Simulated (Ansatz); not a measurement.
A short molecular-dynamics run on C$_{3}$H$_{2}$FN (`N#C/C=C/F`).

```yaml
crystal:
  periodic: [false, false, false]
  atoms:
    - {symbol: N, position_ang: [0.665395, -2.097739, 1.283870]}
    - {symbol: C, position_ang: [0.379941, -1.053534, 0.889784]}
    - {symbol: C, position_ang: [0.031150, 0.238778, 0.427198]}
    - {symbol: C, position_ang: [-0.232854, 0.449876, -0.856779]}
    - {symbol: F, position_ang: [-0.558949, 1.650018, -1.300070]}
    - {symbol: H, position_ang: [-0.015336, 1.050514, 1.143858]}
    - {symbol: H, position_ang: [-0.208146, -0.305912, -1.633561]}
basis:
  gaussian: {orbitals: def2-SVP}
hamiltonian: {xc: {name: revPBE}, dispersion: d3bjatm}
md: {timestep: 0.5 fs, n_steps: 20, ensemble: nve, temperature: 1500, initial_velocities: maxwell_boltzmann, seed: 569}
```

```sh
$ ansatz run in.yaml --threads 2 --pin off --events-out ev --progress --plain --max-ram 4352MiB
```

| step | time (fs) | potential energy (eV) | kinetic (eV) | T (K) | conserved (eV) |
| --- | --- | --- | --- | --- | --- |
| 0 | 0.0 | -7341.6161 | 0.9695 | 1500 | -7340.6466 |
| 1 | 0.5 | -7341.6126 | 0.9658 | 1494 | -7340.6468 |
| 2 | 1.0 | -7341.5678 | 0.9213 | 1425 | -7340.6466 |
| 3 | 1.5 | -7341.4861 | 0.8402 | 1300 | -7340.6459 |
| 4 | 2.0 | -7341.3778 | 0.7329 | 1134 | -7340.6450 |
| 5 | 2.5 | -7341.2579 | 0.6140 | 950 | -7340.6439 |
| 6 | 3.0 | -7341.1426 | 0.4996 | 773 | -7340.6430 |
| 7 | 3.5 | -7341.0464 | 0.4041 | 625 | -7340.6423 |
| 8 | 4.0 | -7340.9800 | 0.3380 | 523 | -7340.6420 |
| 9 | 4.5 | -7340.9487 | 0.3067 | 475 | -7340.6420 |
| 10 | 5.0 | -7340.9518 | 0.3094 | 479 | -7340.6424 |
| 11 | 5.5 | -7340.9832 | 0.3402 | 526 | -7340.6430 |
| 12 | 6.0 | -7341.0330 | 0.3892 | 602 | -7340.6438 |
| 13 | 6.5 | -7341.0897 | 0.4453 | 689 | -7340.6444 |
| 14 | 7.0 | -7341.1428 | 0.4979 | 770 | -7340.6448 |
| 15 | 7.5 | -7341.1851 | 0.5401 | 836 | -7340.6450 |
| 16 | 8.0 | -7341.2142 | 0.5694 | 881 | -7340.6449 |
| 17 | 8.5 | -7341.2313 | 0.5866 | 908 | -7340.6447 |
| 18 | 9.0 | -7341.2385 | 0.5938 | 919 | -7340.6447 |
| 19 | 9.5 | -7341.2361 | 0.5912 | 915 | -7340.6448 |
| 20 | 10.0 | -7341.2216 | 0.5765 | 892 | -7340.6451 |

Velocities are drawn at the set temperature; a run this short doesn't reach equilibrium.

Frames (Å, forces in eV/Å):

```xyz
7
time=0.0 fs
N     0.665   -2.098    1.284    0.749   -2.750    1.026
C     0.380   -1.054    0.890   -0.592    2.224   -0.745
C     0.031    0.239    0.427    0.241   -0.440    0.874
C    -0.233    0.450   -0.857   -0.191    0.298   -0.761
F    -0.559    1.650   -1.300   -0.196    0.668   -0.328
H    -0.015    1.051    1.144   -0.036    0.497    0.397
H    -0.208   -0.306   -1.634    0.024   -0.497   -0.463
7
time=0.5 fs
N     0.666   -2.104    1.284    0.394   -1.465    0.550
C     0.379   -1.049    0.889   -0.224    0.973   -0.307
C     0.033    0.246    0.423    0.383   -0.910    1.659
C    -0.236    0.445   -0.848   -0.293    0.600   -2.103
F    -0.559    1.650   -1.302   -0.195    0.537   -0.172
H    -0.019    1.040    1.153   -0.064    0.659    0.421
H    -0.188   -0.288   -1.658   -0.001   -0.394   -0.047
7
time=1.0 fs
N     0.667   -2.111    1.285    0.050   -0.217    0.093
C     0.377   -1.044    0.888    0.140   -0.256    0.122
C     0.035    0.253    0.420    0.527   -1.291    2.492
C    -0.239    0.441   -0.839   -0.378    0.861   -3.487
F    -0.559    1.650   -1.304   -0.203    0.420   -0.025
H    -0.023    1.032    1.163   -0.088    0.760    0.399
H    -0.168   -0.271   -1.683   -0.047   -0.276    0.405
7
time=1.5 fs
N     0.668   -2.117    1.286   -0.268    0.938   -0.326
C     0.376   -1.040    0.887    0.481   -1.401    0.519
C     0.037    0.259    0.416    0.663   -1.578    3.338
C    -0.243    0.436   -0.831   -0.440    1.100   -4.817
F    -0.558    1.650   -1.307   -0.221    0.319    0.110
H    -0.027    1.025    1.174   -0.106    0.799    0.327
H    -0.148   -0.255   -1.707   -0.109   -0.176    0.849
7
time=2.0 fs
N     0.669   -2.124    1.287   -0.549    1.964   -0.694
C     0.374   -1.035    0.886    0.788   -2.418    0.872
C     0.039    0.266    0.414    0.782   -1.777    4.146
C    -0.246    0.432   -0.824   -0.476    1.330   -6.005
F    -0.558    1.650   -1.309   -0.247    0.234    0.228
H    -0.031    1.021    1.186   -0.116    0.780    0.208
H    -0.129   -0.239   -1.729   -0.183   -0.114    1.246
7
time=2.5 fs
N     0.670   -2.130    1.287   -0.788    2.841   -1.005
C     0.373   -1.031    0.885    1.053   -3.282    1.171
C     0.042    0.272    0.412    0.871   -1.897    4.853
C    -0.250    0.428   -0.818   -0.479    1.552   -6.970
F    -0.558    1.650   -1.311   -0.279    0.166    0.327
H    -0.036    1.018    1.198   -0.117    0.717    0.053
H    -0.109   -0.223   -1.748   -0.261   -0.096    1.570
7
time=3.0 fs
N     0.671   -2.136    1.288   -0.984    3.559   -1.257
C     0.372   -1.028    0.884    1.271   -3.976    1.414
C     0.044    0.277    0.412    0.920   -1.956    5.400
C    -0.253    0.425   -0.814   -0.443    1.761   -7.650
F    -0.558    1.650   -1.313   -0.316    0.113    0.407
H    -0.041    1.017    1.211   -0.110    0.624   -0.121
H    -0.091   -0.208   -1.764   -0.337   -0.124    1.806
7
time=3.5 fs
N     0.671   -2.141    1.288   -1.135    4.117   -1.451
C     0.372   -1.025    0.884    1.442   -4.497    1.599
C     0.047    0.282    0.412    0.918   -1.973    5.736
C    -0.257    0.421   -0.811   -0.364    1.953   -8.002
F    -0.558    1.650   -1.315   -0.358    0.075    0.468
H    -0.046    1.017    1.223   -0.097    0.518   -0.298
H    -0.073   -0.193   -1.775   -0.406   -0.193    1.947
7
time=4.0 fs
N     0.672   -2.145    1.288   -1.243    4.520   -1.588
C     0.371   -1.024    0.884    1.564   -4.845    1.728
C     0.050    0.287    0.414    0.862   -1.964    5.831
C    -0.261    0.419   -0.810   -0.240    2.127   -8.007
F    -0.558    1.650   -1.317   -0.402    0.052    0.509
H    -0.051    1.019    1.234   -0.079    0.409   -0.462
H    -0.056   -0.178   -1.781   -0.460   -0.300    1.990
7
time=4.5 fs
N     0.672   -2.149    1.287   -1.310    4.771   -1.671
C     0.371   -1.023    0.884    1.638   -5.021    1.803
C     0.053    0.292    0.417    0.751   -1.945    5.676
C    -0.265    0.416   -0.810   -0.076    2.286   -7.667
F    -0.558    1.650   -1.319   -0.447    0.040    0.531
H    -0.057    1.021    1.244   -0.059    0.309   -0.601
H    -0.041   -0.164   -1.782   -0.497   -0.440    1.931
7
time=5.0 fs
N     0.672   -2.151    1.287   -1.337    4.876   -1.704
C     0.371   -1.024    0.885    1.665   -5.031    1.825
C     0.056    0.296    0.420    0.591   -1.929    5.286
C    -0.269    0.414   -0.812    0.120    2.436   -7.006
F    -0.559    1.650   -1.321   -0.492    0.038    0.535
H    -0.062    1.025    1.253   -0.038    0.223   -0.706
H    -0.026   -0.152   -1.779   -0.509   -0.612    1.770
7
time=5.5 fs
N     0.671   -2.153    1.286   -1.326    4.837   -1.687
C     0.372   -1.025    0.886    1.645   -4.877    1.796
C     0.060    0.299    0.425    0.393   -1.928    4.695
C    -0.272    0.413   -0.815    0.333    2.583   -6.062
F    -0.559    1.650   -1.323   -0.536    0.043    0.523
H    -0.068    1.028    1.260   -0.017    0.156   -0.772
H    -0.013   -0.140   -1.772   -0.492   -0.814    1.507
7
time=6.0 fs
N     0.671   -2.154    1.284   -1.276    4.657   -1.622
C     0.373   -1.027    0.888    1.581   -4.563    1.717
C     0.063    0.303    0.431    0.168   -1.946    3.950
C    -0.276    0.412   -0.820    0.545    2.734   -4.892
F    -0.559    1.651   -1.325   -0.576    0.051    0.495
H    -0.074    1.033    1.266    0.001    0.108   -0.795
H    -0.001   -0.131   -1.761   -0.443   -1.043    1.148
7
time=6.5 fs
N     0.670   -2.155    1.283   -1.189    4.336   -1.509
C     0.374   -1.031    0.890    1.471   -4.090    1.589
C     0.067    0.305    0.438   -0.068   -1.987    3.101
C    -0.280    0.412   -0.826    0.740    2.890   -3.563
F    -0.559    1.651   -1.326   -0.612    0.060    0.453
H    -0.080    1.037    1.269    0.016    0.081   -0.778
H     0.010   -0.124   -1.747   -0.360   -1.291    0.708
7
time=7.0 fs
N     0.669   -2.154    1.281   -1.064    3.874   -1.350
C     0.375   -1.035    0.892    1.318   -3.462    1.414
C     0.070    0.308    0.445   -0.302   -2.049    2.199
C    -0.283    0.412   -0.832    0.910    3.040   -2.157
F    -0.560    1.651   -1.328   -0.641    0.067    0.398
H    -0.085    1.042    1.271    0.028    0.074   -0.723
H     0.020   -0.120   -1.732   -0.248   -1.543    0.218
7
time=7.5 fs
N     0.668   -2.153    1.279   -0.904    3.272   -1.145
C     0.377   -1.040    0.894    1.122   -2.685    1.193
C     0.074    0.310    0.453   -0.524   -2.128    1.289
C    -0.287    0.413   -0.838    1.055    3.164   -0.765
F    -0.560    1.651   -1.330   -0.664    0.070    0.333
H    -0.091    1.047    1.271    0.036    0.083   -0.635
H     0.030   -0.120   -1.716   -0.122   -1.775   -0.269
7
time=8.0 fs
N     0.666   -2.151    1.277   -0.708    2.534   -0.897
C     0.379   -1.045    0.897    0.888   -1.766    0.928
C     0.077    0.311    0.461   -0.726   -2.216    0.406
C    -0.290    0.414   -0.845    1.192    3.224    0.513
F    -0.561    1.651   -1.331   -0.678    0.070    0.257
H    -0.097    1.052    1.269    0.040    0.105   -0.521
H     0.039   -0.124   -1.701   -0.007   -1.950   -0.687
7
time=8.5 fs
N     0.665   -2.149    1.275   -0.481    1.669   -0.608
C     0.381   -1.051    0.900    0.618   -0.723    0.625
C     0.080    0.313    0.469   -0.905   -2.302   -0.421
C    -0.293    0.416   -0.852    1.344    3.179    1.590
F    -0.562    1.651   -1.333   -0.685    0.069    0.175
H    -0.102    1.057    1.266    0.043    0.134   -0.391
H     0.049   -0.133   -1.687    0.066   -2.026   -0.970
7
time=9.0 fs
N     0.663   -2.147    1.272   -0.228    0.696   -0.287
C     0.384   -1.057    0.903    0.320    0.422    0.291
C     0.083    0.313    0.477   -1.059   -2.372   -1.173
C    -0.295    0.419   -0.858    1.536    2.989    2.409
F    -0.562    1.651   -1.334   -0.683    0.069    0.086
H    -0.108    1.063    1.262    0.046    0.163   -0.255
H     0.058   -0.146   -1.676    0.069   -1.967   -1.071
7
time=9.5 fs
N     0.662   -2.144    1.270    0.042   -0.353    0.056
C     0.386   -1.062    0.906    0.005    1.630   -0.063
C     0.086    0.314    0.485   -1.192   -2.414   -1.834
C    -0.298    0.422   -0.864    1.781    2.636    2.957
F    -0.563    1.652   -1.336   -0.676    0.074   -0.005
H    -0.113    1.069    1.258    0.051    0.184   -0.125
H     0.068   -0.165   -1.667   -0.011   -1.757   -0.986
7
time=10.0 fs
N     0.660   -2.142    1.267    0.318   -1.434    0.405
C     0.388   -1.068    0.909   -0.315    2.852   -0.421
C     0.089    0.313    0.492   -1.306   -2.414   -2.400
C    -0.300    0.426   -0.870    2.074    2.129    3.273
F    -0.564    1.652   -1.337   -0.663    0.087   -0.096
H    -0.118    1.075    1.253    0.059    0.189   -0.011
H     0.077   -0.187   -1.660   -0.167   -1.408   -0.749
```

Run time 7.5 s (2 threads of an AMD EPYC 9R45 on a shared host); peak host memory 0.38 GiB.
